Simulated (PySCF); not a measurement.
Indirect couplings

Geometry:
```csv
atom,x (Å),y (Å),z (Å)
C1,2.091,-0.528,0.077
C2,0.973,0.162,-0.696
C3,-0.420,0.121,-0.041
C4,-1.394,0.862,-0.964
C5,-0.904,-1.321,0.128
C6,-0.407,0.818,1.321
H7,2.234,-0.072,1.053
H8,1.882,-1.585,0.213
H9,3.024,-0.437,-0.476
H10,1.249,1.209,-0.847
H11,0.900,-0.298,-1.685
H12,-1.083,1.896,-1.100
H13,-2.397,0.859,-0.543
H14,-1.433,0.386,-1.942
H15,-0.875,-1.849,-0.822
H16,-0.289,-1.860,0.844
H17,-1.929,-1.330,0.493
H18,0.208,0.274,2.033
H19,-0.019,1.830,1.229
H20,-1.416,0.873,1.723
```

Method: B3LYP/pcJ-1 (without the spin–dipole term)//GFN2-xTB, PySCF 2.14; isolated molecule, single conformer, non-relativistic. Couplings are averaged over pairs made equivalent by symmetry, fast rotation or ring inversion, so a value needn't be that of the named pair in this geometry, while other rotamers aren't included; one pair stands for each set, and the list holds those of at least 1.5 Hz over up to four bonds.

Isotopes: 13C, 1H.

| pair | bonds | J (Hz) |
| --- | --- | --- |
| C1, C2 | 1 | 34.2 |
| C1, H7 | 1 | ? |
| C2, C3 | 1 | 34.9 |
| C2, H10 | 1 | 130.9 |
| C3, C4 | 1 | ? |
| C4, H12 | 1 | 130.8 |
| C1, H10 | 2 | -3.3 |
| C2, H7 | 2 | -3.7 |
| C3, H10 | 2 | -3.3 |
| C3, H12 | 2 | -3.3 |
| H7, H8 | 2 | -13.4 |
| H10, H11 | 2 | -13.6 |
| H12, H13 | 2 | -13.1 |
| C1, C4 | 3 | ? |
| C2, H12 | 3 | ? |
| C3, H7 | 3 | 4.5 |
| C4, H10 | 3 | ? |
| C4, H15 | 3 | 5.0 |
| H7, H10 | 3 | ? |

Q: Estimate the withheld couplings, with signs.

A: 
- 1J(C1,H7) = 131.1 Hz (bond length 1.087 Å, sp3 carbon)
- 1J(C3,C4) = 34.9 Hz (bond length 1.533 Å)
- 3J(C1,C4) = 2.4 Hz (mean over equivalent pairs that range from 1.7 to 3.8 Hz in this conformer)
- 3J(C2,H12) = 4.5 Hz (mean over equivalent pairs that range from 1.2 to 9.8 Hz in this conformer)
- 3J(C4,H10) = 4.0 Hz (mean over equivalent pairs that range from 2.2 to 6.9 Hz in this conformer)
- 3J(H7,H10) = 8.0 Hz (mean over equivalent pairs that range from 4.0 to 15.8 Hz in this conformer)
